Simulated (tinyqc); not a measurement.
Worked calculation: CCSD on RHF in the sto-6g basis, for H2F+, spin multiplicity 1. One step of it, computed by the program tinyqc.

Task: Iteration 7 (converged): orbitals. Diagonalise F' = X^T F X, C = X C', fill 5 alpha and 5 beta electrons from the bottom; D = 2 C_occ C_occ^T. Each column has its largest component positive (the first on a tie).

converged F (hartree):
```
             1F 1s      1F 2s     1F 2px     1F 2py     1F 2pz      2H 1s      3H 1s
1F 1s   -26.935946  -6.525991   0.000000  -0.000455  -0.021369  -1.260880  -1.212598
1F 2s    -6.525991  -3.503683   0.000000  -0.004125  -0.105739  -1.251491  -1.215780
1F 2px    0.000000   0.000000  -1.042479   0.000000   0.000000   0.000000   0.000000
1F 2py   -0.000455  -0.004125   0.000000  -1.015731  -0.002290  -0.579534   0.569158
1F 2pz   -0.021369  -0.105739   0.000000  -0.002290  -1.020586  -0.361690  -0.356051
2H 1s    -1.260880  -1.251491   0.000000  -0.579534  -0.361690  -0.881195  -0.361721
3H 1s    -1.212598  -1.215780   0.000000   0.569158  -0.356051  -0.361721  -0.858462
```

X:
```
            1F 1s      1F 2s    1F 2px     1F 2py     1F 2pz      2H 1s      3H 1s
1F 1s    1.022696  -0.134539  0.000000  -0.000237  -0.005144   0.017845   0.017382
1F 2s   -0.134539   1.173436  0.000000   0.003347   0.055432  -0.240165  -0.230099
1F 2px   0.000000   0.000000  1.000000   0.000000   0.000000   0.000000   0.000000
1F 2py  -0.000237   0.003347  0.000000   1.086235   0.001055  -0.194762   0.189751
1F 2pz  -0.005144   0.055432  0.000000   0.001055   1.020173  -0.087342  -0.084397
2H 1s    0.017845  -0.240165  0.000000  -0.194762  -0.087342   1.140540  -0.071214
3H 1s    0.017382  -0.230099  0.000000   0.189751  -0.084397  -0.071214   1.132721
```

Give: F' = X^T F X; orbital energies; coefficients C; D after iteration 7.

Result:

F' = X^T F X (hartree):
```
          1        2        3        4        5        6        7
1  -26.5181  -3.2095   0.0000  -0.0005  -0.0319  -0.1988  -0.1864
2   -3.2095  -2.1801   0.0000   0.0025   0.0350  -0.5215  -0.5036
3    0.0000   0.0000  -1.0425   0.0000   0.0000   0.0000   0.0000
4   -0.0005   0.0025   0.0000  -0.7562   0.0003  -0.4702   0.4617
5   -0.0319   0.0350   0.0000   0.0003  -0.9528  -0.2486  -0.2436
6   -0.1988  -0.5215   0.0000  -0.4702  -0.2486  -0.3611  -0.0801
7   -0.1864  -0.5036   0.0000   0.4617  -0.2436  -0.0801  -0.3643
```

orbital energies (hartree): MO1 -26.9392, MO2 -2.0629, MO3 -1.2196, MO4 -1.0652, MO5 -1.0425, MO6 -0.0268, MO7 0.1812

coefficients C:
```
            MO1      MO2      MO3      MO4     MO5      MO6      MO7
1F 1s    0.9971  -0.2375   0.0021   0.0556  0.0000   0.1048  -0.0056
1F 2s    0.0134   0.9460  -0.0121  -0.3007  0.0000  -0.7220   0.0429
1F 2px   0.0000   0.0000   0.0000   0.0000  1.0000   0.0000   0.0000
1F 2py   0.0001   0.0037   0.7321  -0.0086  0.0000   0.0316   0.8467
1F 2pz   0.0016   0.0980   0.0090   0.9078  0.0000  -0.4737   0.0227
2H 1s   -0.0027   0.0830   0.3359   0.1771  0.0000   0.7370  -0.8457
3H 1s   -0.0026   0.0797  -0.3321   0.1850  0.0000   0.7989   0.7716
```

D after iteration 7:
```
          1F 1s    1F 2s  1F 2px   1F 2py   1F 2pz    2H 1s    3H 1s
1F 1s    2.1073  -0.4562  0.0000   0.0006   0.0576  -0.0236  -0.0238
1F 2s   -0.4562   1.9712  0.0000  -0.0055  -0.3605   0.0423   0.0476
1F 2px   0.0000   0.0000  2.0000   0.0000   0.0000   0.0000   0.0000
1F 2py   0.0006  -0.0055  0.0000   1.0720  -0.0017   0.4893  -0.4889
1F 2pz   0.0576  -0.3605  0.0000  -0.0017   1.6675   0.3439   0.3455
2H 1s   -0.0236   0.0423  0.0000   0.4893   0.3439   0.3021  -0.1443
3H 1s   -0.0238   0.0476  0.0000  -0.4889   0.3455  -0.1443   0.3018
```
